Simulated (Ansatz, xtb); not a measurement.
Ranking isomers of C4H8OS

6 gas-phase structures of C4H8OS, from a drawn sample of its isomers (lower ones may exist). Each was relaxed with GFN2-xTB; where two conformers were screened, the lower at r2SCAN-D4/def2-SVP is listed:

A. `CO[C@@H]1CCS1`, a singlet
B. `OCC[C@@H]1CS1`, a singlet
C. `C[C@@H]1CC[S@@]1=O`, a singlet
D. `CCC(=S)OC`, a singlet
E. `CC(=O)CCS`, a singlet
F. `CC(=S)[C@H](C)O`, a singlet

Question: Which do you expect lowest at r2SCAN-D4/def2-SVP, and how would the others follow?

Answer: Calculated order at r2SCAN-D4/def2-SVP: E (0.0), D (5.1), F (10.6), B (19.3), A (25.2), C (42.0) kcal/mol.

Energies above the lowest of each column, in kcal/mol; the last columns are at B3LYP-D3(BJ)/def2-SVP geometries and were run for some of them only (a dash: not run or not comparable):

```csv
structure,GFN2-xTB,HF/STO-3G,r2SCAN-D4/def2-SVP,B3LYP-D3(BJ)/def2-SVP,CCSD(T)/def2-SVP + ΔMP2/def2-TZVPP
E,3.9,7.9,0.0,0.0,0.0
D,0.0,13.8,5.1,6.1,7.5
F,10.8,28.0,10.6,10.7,8.1
B,12.5,20.9,19.3,21.1,–
A,7.5,0.0,25.2,–,–
C,11.3,100.5,42.0,–,–
```

CCSD(T)/def2-SVP + ΔMP2/def2-TZVPP puts E lowest of those it was run on; GFN2-xTB picks D, HF/STO-3G picks A. Some further structures that were screened fall inside this span and aren't listed. Flexible structures stand in one conformer each, not always the lowest. Frequencies (GFN2-xTB) were run for D, E, F alone. ΔMP2 is the change of the MP2 energy from the smaller to the larger basis.

Over these structures GFN2-xTB departs from r2SCAN-D4/def2-SVP by 9.9 kcal/mol on average once a common shift is removed. A GFN2-xTB relaxation took about 0.14 s and the r2SCAN-D4/def2-SVP energy about 2.1 s on a shared host (Ansatz 0.2.0, xtb 6.7.1).
